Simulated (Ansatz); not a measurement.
Input file:

```yaml
crystal:
  periodic: [false, false, false]
  atoms:
    - {symbol: Si, position_ang: [0.000000, 0.000000, 1.005045]}
    - {symbol: B, position_ang: [0.000000, 0.000000, -3.525955]}
    - {symbol: H, position_ang: [0.000000, 0.000000, 2.520910]}
basis:
  gaussian: {orbitals: 6-31G}
magnetization: {spin_polarized: true, initial_magnetization: 0}
correlation: {method: ccsdt_q, electrons: outside_noble_gas}
scf: {lower_state_search: off}
```

```sh
$ ansatz run in.yaml --threads 1 --pin off --events-out ev --progress --plain --max-ram 2393MiB
```

The program prints:

```
these checks for a lower state are left out or cut short: stability, starts, cluster_reference, orbital_swaps, neighbouring_geometries, increment
491 factors; integrals over basis functions are off by at most 3.5e-8 eV
mean field evaluation 1: about -8535.8393 eV, gradient 8.1e0 eV
mean field evaluation 2: about -8535.8399 eV, gradient 8.1e0 eV
mean field evaluation 4: about -8533.0647 eV, gradient 1.6e1 eV
mean field evaluation 8: about -8538.4315 eV, gradient 4.2e-1 eV
mean field -8538.43319644 eV, -313.7816324111 hartree, gradient 2.3e-6 eV, S^2 0.000000; 0 other end points of the search recorded, 0 dependent functions left out
6 core orbitals not correlated: weight in the atoms' cores, before any rotation towards them, 1.000 or more for the frozen orbitals, at most 0.000 for the correlated occupied ones
reference -8538.43319644 eV, -313.7816324111 hartree; 4, 4 occupied and 14, 14 virtual orbitals, 491 factors
second order -3.90102645 eV of doubles, -0.00000000 eV of singles
cycle   1  -3.15580123 eV  change    -1.1e0 eV  update   1.7e-1
cycle   2  -3.87482227 eV  change   -7.2e-1 eV  update   1.4e-1
cycle   3  -4.37519433 eV  change   -5.0e-1 eV  update   1.2e-1
cycle   4  -4.74043147 eV  change   -3.7e-1 eV  update   1.0e-1
cycle   5  -5.01423735 eV  change   -2.7e-1 eV  update   8.4e-2
cycle   6  -5.22262255 eV  change   -2.1e-1 eV  update   7.0e-2
...
cycle  30  -5.92546380 eV  change   -2.6e-6 eV  update   6.3e-6
cycle  31  -5.92546613 eV  change   -2.3e-6 eV  update   4.0e-6
cycle  32  -5.92546571 eV  change    4.3e-7 eV  update   2.3e-6
cycle  33  -5.92546624 eV  change   -5.3e-7 eV  update   1.4e-6
cycle  34  -5.92546624 eV  change  -6.6e-10 eV  update   7.0e-7
cycle  35  -5.92546713 eV  change   -8.9e-7 eV  update   4.2e-7
cycle  36  -5.92546717 eV  change   -3.4e-8 eV  update   1.9e-7
cycle  37  -5.92546682 eV  change    3.5e-7 eV  update   2.6e-7
cycle  38  -5.92546639 eV  change    4.2e-7 eV  update   2.2e-7
cycle  39  -5.92546618 eV  change    2.1e-7 eV  update   1.5e-7
perturbative correction 0.00539742 eV, 0.0001983513 hartree
WARN: these amplitudes may be one of several solutions (largest doubles amplitude 1.00, level shift 7.15 eV)
Total energy: -8544.35326520 eV, -313.9991909255 hartree
Checks for a lower state left out: stability, starts, cluster_reference, orbital_swaps, neighbouring_geometries, increment
```

Ran on 1 thread of Arm Neoverse V1, shared host: 6 s wall, 0.18 GiB peak host memory.
